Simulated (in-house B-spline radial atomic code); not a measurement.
**Functionals against ionisation energies along an isoelectronic series: Cl to Ti⁵⁺**

Ionisation energies as differences of self-consistent total energies from a B-spline radial code for spherical atoms: all electrons, radial basis limit, scalar-relativistic (one-electron X2C), spin-polarised at highest spin, spherical densities; exact exchange is averaged over the determinants of each configuration. No spin-orbit coupling, Breit or QED terms. NIST's values run from ground level to ground level, so in open shells the differences also hold multiplet and fine-structure energies that spherical high-spin averages miss. Columns give computed minus NIST, in eV; a star marks a semi-empirical value. Species are left out where the tabulated value is theory, is uncertain by more than 0.12 eV, or (13 ions, such as In⁴⁺, Te⁴⁺ and Bi⁴⁺) lies off its series for all methods alike, which flatters the means a little.

| species | shell | NIST (eV) | LDA VWN5 | RPBE | r2SCAN | B3LYP | BHandHLYP | AM05 |
| --- | --- | --- | --- | --- | --- | --- | --- | --- |
| Cl | 3p | 12.97 | +0.27 | +0.04 | +0.13 | +0.12 | -0.10 | +0.05 |
| Ar⁺ | 3p | 27.63 | +0.24 | +0.02 | +0.15 | +0.12 | -0.10 | +0.02 |
| K²⁺ | 3p | 45.80* | +0.17 | -0.06 | +0.10 | +0.05 | -0.17 | -0.06 |
| Ca³⁺ | 3p | 67.27* | +0.10 | -0.12 | +0.06 | -0.02 | -0.25 | -0.13 |
| Sc⁴⁺ | 3p | 91.95 ± 0.03* | ? | ? | ? | ? | ? | ? |
| Ti⁵⁺ | 3p | 119.53 ± 0.03* | +0.28 | +0.07 | +0.28 | +0.17 | -0.09 | +0.04 |

Task: What are the differences for Sc⁴⁺ ([Ne] 3s2 3p5)?

Result: LDA VWN5 +0.05; RPBE -0.17; r2SCAN +0.03; B3LYP -0.06; BHandHLYP -0.30; AM05 -0.18 eV.

Task: How do the methods rank, and which species is hardest?

Result: Mean absolute (signed) differences: RPBE 0.08 (-0.04) eV; AM05 0.08 (-0.04) eV; B3LYP 0.09 (+0.06) eV; r2SCAN 0.13 (+0.13) eV; BHandHLYP 0.17 (-0.17) eV; LDA VWN5 0.19 (+0.19) eV. For K²⁺, which loses a 3p electron, the nearest method is off by +0.05 eV, the largest such miss. The first two are tied within the accuracy of the references.
